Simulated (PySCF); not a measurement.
C₃H₈, SMILES C(C)C. Atoms are numbered in the order given.

```xyz
11

C      1.2754     0.0000     0.2586
C      0.0000     0.0000    -0.5840
C     -1.2754     0.0000     0.2586
H      2.1800     0.0000    -0.3704
H      1.3222    -0.8885     0.9108
H      1.3222     0.8885     0.9108
H      0.0000     0.8807    -1.2506
H      0.0000    -0.8807    -1.2506
H     -2.1800     0.0000    -0.3704
H     -1.3222     0.8885     0.9108
H     -1.3222    -0.8885     0.9108
```

Coordinates come from a B3LYP-D3(BJ)/def2-SVP optimisation.

Two levels are set side by side: PBE/pcSseg-1 (PySCF) and HF/pcSseg-1 (PySCF). GIAO shifts against TMS (¹H), TMS (¹³C) at the same level; non-relativistic, no solvent, atoms listed together averaged. Differences are taken from unrounded values.

```json
[
 {"quantity": "δ(¹³C) of C1, C3 (ppm)", "HF": "19.7", "PBE": "21.0", "PBE minus HF": "1.3"},
 {"quantity": "δ(¹³C) of C2 (ppm)", "HF": "19.8", "PBE": "24.0", "PBE minus HF": "4.2"},
 {"quantity": "δ(¹H) of H7, H8 (ppm)", "HF": "1.47", "PBE": "1.67", "PBE minus HF": "0.20"}
]
```

Rough cost on one machine, each run with all the roots and properties that it gave: HF against PBE within a factor of 2.
